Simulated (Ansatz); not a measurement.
# Scan of [SiH3···H···F], doublet

Starting geometry:

```xyz
6

Si   -1.0102    0.0000    0.0000
H    -1.5051    1.3997    0.0000
H    -1.5051   -0.6999    1.2122
H    -1.5051   -0.6999   -1.2122
H     0.4744    0.0000    0.0000
F     1.7078    0.0000    0.0000
```

From there H5 is moved from one fragment to the other while all else, the fragments' distance too, stays fixed; atoms are numbered as listed. Energies are in kcal/mol, counted from the starting geometry at the same level. Kohn–Sham curves are unrestricted where that lies lower.

Basis cc-pVDZ; Ansatz 0.2.0. Correlated methods freeze the noble-gas cores. R marks a restricted (for open shells ROHF) determinant, U an unrestricted one.

Full CI isn't at hand for all of this; UCCSDT(Q) serves as the reference, and is uncertain by about the last step of the cluster series.

| distance Si1-H5 (Å) | PBE0 |
| --- | --- |
| 1.485 | 0.0 |
| 1.532 | -3.6 |
| 1.627 | -10.3 |
| 1.723 | -15.6 |
| 1.818 | -15.5 |

**Question.** Estimate the UCCSDT(Q) curve in cc-pVDZ from this one, knowing how PBE0 errs.

**Answer.** The computed UCCSDT(Q) values, in kcal/mol from the starting point, and the error of PBE0 against them:
| distance Si1-H5 (Å) | UCCSDT(Q) | PBE0 less UCCSDT(Q) |
| --- | --- | --- |
| 1.485 | 0.0 | 0.0 |
| 1.532 | -3.7 | 0.1 |
| 1.627 | -11.4 | 1.1 |
| 1.723 | -18.2 | 2.6 |
| 1.818 | -19.7 | 4.2 |

The error spans 4.2 kcal/mol and is largest, 4.2 kcal/mol, at 1.818 Å.

In so small a basis the reference is far from its limit while semilocal and hybrid functionals are nearer theirs, so the functionals' errors here hold much of the reference's basis and frozen-core error, which can add to them or hide them.
